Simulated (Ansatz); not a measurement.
# CCl4: the cost of one run

Program: Ansatz 0.2.0. Level of theory: the levels named in each step. These are calculated values, not measurements.

## (1) Starting point

Bond lengths: Cl1–C2 1.769 Å, C2–Cl3 1.769 Å, C2–Cl4 1.769 Å, C2–Cl5 1.769 Å. Angles: Cl1–C2–Cl3 109.4°, Cl1–C2–Cl4 109.5°, Cl1–C2–Cl5 109.5°, Cl3–C2–Cl4 109.5°, Cl3–C2–Cl5 109.5°, Cl4–C2–Cl5 109.4°.

Structure file:

```xyz
5

Cl    1.3507   -1.1389   -0.0911
C     0.0002   -0.0003   -0.0001
Cl    0.6252    1.6549   -0.0016
Cl   -1.0619   -0.2319   -1.3958
Cl   -0.9130   -0.2839    1.4884
```

## (2) A rough first relaxation, PBE-D4/def2-SVP

Contents of input.yaml:

```yaml
crystal:
  periodic: [false, false, false]
  atoms:
    - { symbol: Cl, position_ang: [1.35068, -1.13887, -0.09109] }
    - { symbol: C, position_ang: [0.00016, -0.00031, -5.0e-05] }
    - { symbol: Cl, position_ang: [0.6252, 1.65493, -0.00162] }
    - { symbol: Cl, position_ang: [-1.06193, -0.23194, -1.39577] }
    - { symbol: Cl, position_ang: [-0.91304, -0.28388, 1.48844] }
basis:
  gaussian: { orbitals: def2-SVP }
hamiltonian:
  xc: pbe
  dispersion: d4
relax:
  f_tol: 0.03
  max_steps: 200
```

The run is started by

```bash
$ ansatz run input.yaml --threads 2 --pin off --max-ram 5120MiB --backend cpu --events-out ev --progress --plain --runs-dir out
```

Q: Estimate wall time and peak memory on 2 threads of Intel Xeon Platinum 8259CL at 2.50GHz (Skylake/Cascade Lake), shared host.

About 13 s, with a peak of 0.15 GiB.
